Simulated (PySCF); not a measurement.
dimethyl sulfide cation (C₂H₆S), SMILES CSC (connectivity only; charge and spin as stated), charge +1, multiplicity 2. Atoms are numbered in the order given.

```xyz
9

C      1.3995    -0.0001     0.4800
S      0.0000     0.0000    -0.6221
C     -1.3995     0.0001     0.4800
H      1.3579     0.8939     1.1094
H      2.3007    -0.0045    -0.1294
H      1.3532    -0.8888     1.1164
H     -1.3532     0.8888     1.1164
H     -2.3007     0.0045    -0.1294
H     -1.3579    -0.8939     1.1094
```
Charge +1, spin multiplicity 2.

Coordinates come from a B3LYP-D3(BJ)/def2-TZVP optimisation. The multiplicity is an assumed one; other spin states were not compared.

Method: r2SCAN/def2-TZVPD (PySCF).

Mulliken values depend strongly on the basis, most of all with diffuse functions as here. ESP charges are fitted to the potential on shells at 1.4 to 2.0 van der Waals radii. Atomic charges (e):

```json
[
 {"atom": "C1", "meta-Löwdin": "-0.43", "ESP fit": "?", "Mulliken spin": "-0.10"},
 {"atom": "S2", "meta-Löwdin": "0.72", "ESP fit": "?", "Mulliken spin": "0.96"},
 {"atom": "C3", "meta-Löwdin": "-0.43", "ESP fit": "?", "Mulliken spin": "-0.10"},
 {"atom": "H4", "meta-Löwdin": "0.19", "ESP fit": "?", "Mulliken spin": "0.06"},
 {"atom": "H5", "meta-Löwdin": "0.19", "ESP fit": "?", "Mulliken spin": "-0.01"},
 {"atom": "H6", "meta-Löwdin": "0.19", "ESP fit": "?", "Mulliken spin": "0.06"},
 {"atom": "H7", "meta-Löwdin": "0.19", "ESP fit": "?", "Mulliken spin": "0.06"},
 {"atom": "H8", "meta-Löwdin": "0.19", "ESP fit": "?", "Mulliken spin": "-0.01"},
 {"atom": "H9", "meta-Löwdin": "0.19", "ESP fit": "?", "Mulliken spin": "0.06"}
]
```

Fill in the missing entries. (An estimate is asked for; the answer gives what the named calculation found.)


- C1, ESP fit: -0.44
- S2, ESP fit: 0.47
- C3, ESP fit: -0.44
- H4, ESP fit: 0.23
- H5, ESP fit: 0.24
- H6, ESP fit: 0.23
- H7, ESP fit: 0.23
- H8, ESP fit: 0.24
- H9, ESP fit: 0.23
